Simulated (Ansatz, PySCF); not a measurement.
This Ansatz (a program for electronic structure) input computes a BLYP/def2-TZVPD energy:

Ansatz 0.2 input:
```yaml
crystal:
  periodic: [false, false, false]
  atoms:
    - {symbol: C, position_ang: [-0.00000000, -0.00000000, -0.71905699]}
    - {symbol: N, position_ang: [0.00000000, 0.00000000, 0.41165659]}
    - {symbol: H, position_ang: [0.00000000, 0.00000000, 1.43274585]}
basis:
  gaussian:
    orbitals: def2-TZVPD
hamiltonian:
  xc: {name: BLYP}
total_charge: 1
magnetization: {spin_polarized: true, initial_magnetization: 1}
output: {forces: true}
```

Problem. Write an input for the same energy in PySCF and say what it gives.

Solution. 
```python
from pyscf import gto, scf, dft

mol = gto.M(
    atom='''
    C    -0.00000000   -0.00000000   -0.71905699
    N     0.00000000    0.00000000    0.41165659
    H     0.00000000    0.00000000    1.43274585
    ''',
    basis='def2-tzvpd',
    charge=1,
    spin=1,
    symmetry='C2v',
    verbose=4,
)

mf = dft.UKS(mol, xc='blyp').density_fit(auxbasis='def2-universal-jkfit')
mf.grids.level = 3
mf.conv_tol = 1e-9
mf.max_cycle = 100
mf.max_memory = 1500
mf.kernel()
if not mf.converged:
    mf = mf.newton()
    mf.kernel(mf.make_rdm1())
mf.analyze()
```
It gives -92.97955 Eh, and Ansatz -92.97953 Eh, a difference of 0.02 mEh, from the treatment of integrals and grids.
